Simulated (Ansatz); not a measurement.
# S₂F (quartet): wave-function methods side by side, def2-TZVPP

An exercise on one series of results from a longer session: the logs are not shown, and one member is left open.

The runs use Ansatz 0.2.0, Gaussian basis; def2-TZVPP, core rule «outside noble gas», up to 11 orbitals frozen.

Plan: UHF; ROHF; CCSD(T) on UHF.

2 further runs of the same task are left out: 2 set aside as unsound or not needed.

**What is computed**

The geometry is a PBE0/def2-TZVP stationary point (not a proven minimum) of the parent state, kept for this charge and spin.

3 atoms, charge 0, spin multiplicity 4.

Atoms are counted from 1 here; the program's logs count them from 0.

Bond lengths: F1–S2 1.625 Å, S2–S3 1.883 Å. Angles: F1–S2–S3 108.7°.

Coordinates:

```xyz
3
FS2
F     0.0000   -0.6020    1.5241
S     0.0000    0.5746    0.4026
S     0.0000   -0.2179   -1.3056
```

Set-up of the first run:

in.yaml

```yaml
crystal:
  periodic: [false, false, false]
  atoms:
    - {symbol: F, position_ang: [0.000000, -0.602011, 1.524080]}
    - {symbol: S, position_ang: [0.000000, 0.574572, 0.402582]}
    - {symbol: S, position_ang: [0.000000, -0.217883, -1.305595]}
basis:
  gaussian: {orbitals: def2-TZVPP}
magnetization: {spin_polarized: true, initial_magnetization: 3}
hamiltonian: {xc: hf}
output: {orbitals: {seedname: orbitals}}
```

Command:

```sh
$ ansatz run in.yaml --threads 1 --pin off --events-out ev --progress --plain --max-ram 4096MiB --backend cpu
```

Among the steps run: UHF; ROHF; CCSD(T) on UHF.

One table of the session follows, with a row left open; its other results are not shown here.

| method | from UCCSD(T) (meV) |
| --- | --- |
| ROHF | +17020.8 |
| UHF | ? |
| UMP2 | +1575.0 |
| UCCSD | +702.6 |
| UCCSD(T) | 0 |

Estimate the missing values for UHF.

As computed: from UCCSD(T) (meV): +16586.5. In the column «from UCCSD(T) (meV)» it lies between UMP2 (+1575.0) and ROHF (+17020.8).
